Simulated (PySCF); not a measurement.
Ligands exchanged one at a time, B Cl-I. Gas-phase values, no solvent. Strings in code marks are SMILES.

The HOMO from two functionals at the same geometries (CAM-B3LYP-D3(BJ)/def2-TZVP), both in PySCF: PBE-D3(BJ)/def2-TZVP and TPSSh-D3(BJ)/def2-TZVP. 

```json
[
 {"species": "0 of 3 Cl replaced by I (`ClB(Cl)Cl`)", "PBE-D3(BJ)/def2-TZVP (eV)": "-7.65", "TPSSh-D3(BJ)/def2-TZVP (eV)": "-8.34"},
 {"species": "1 of 3 Cl replaced by I (`ClB(Cl)I`)", "PBE-D3(BJ)/def2-TZVP (eV)": "-6.70", "TPSSh-D3(BJ)/def2-TZVP (eV)": "-7.28"},
 {"species": "2 of 3 Cl replaced by I", "PBE-D3(BJ)/def2-TZVP (eV)": "-6.44", "TPSSh-D3(BJ)/def2-TZVP (eV)": "-6.99"},
 {"species": "3 of 3 Cl replaced by I (`IB(I)I`)", "PBE-D3(BJ)/def2-TZVP (eV)": "-6.25", "TPSSh-D3(BJ)/def2-TZVP (eV)": "-6.80"}
]
```

Over these rows, drawn at random from the members with no instability flagged (it was tested for open shells, ions and some series alone), PBE minus TPSSh-D3(BJ): mean +0.59 eV, from +0.55 eV to +0.69 eV.
